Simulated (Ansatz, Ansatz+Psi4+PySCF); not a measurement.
```xyz
2

S     0.0000    0.0000    0.9601
S     0.0000    0.0000   -0.9601
```

Basis set: cc-pV(T+d)Z (spherical functions). Correlated methods keep 10 orbitals frozen. Correlation on ROHF uses semicanonical orbitals with singles. Charge 0, multiplicity 3.

Computed with Ansatz (development build ahead of 0.2.0); each method stands on the lowest determinant of its kind that the runs found.

Give the atomization energy at this shape (free ground-state atoms in the same class of orbitals less the molecule, no zero-point energy) of triplet S₂ by ROHF-CCSD(T), ROHF-CCSD, ROHF-MP2, UHF-MP2.

```json
{"method": "ROHF-CCSD(T)", "atomization energy": "4.13 eV"}
{"method": "ROHF-CCSD", "atomization energy": "3.83 eV"}
{"method": "ROHF-MP2", "atomization energy": "4.58 eV"}
{"method": "UHF-MP2", "atomization energy": "4.37 eV"}
```
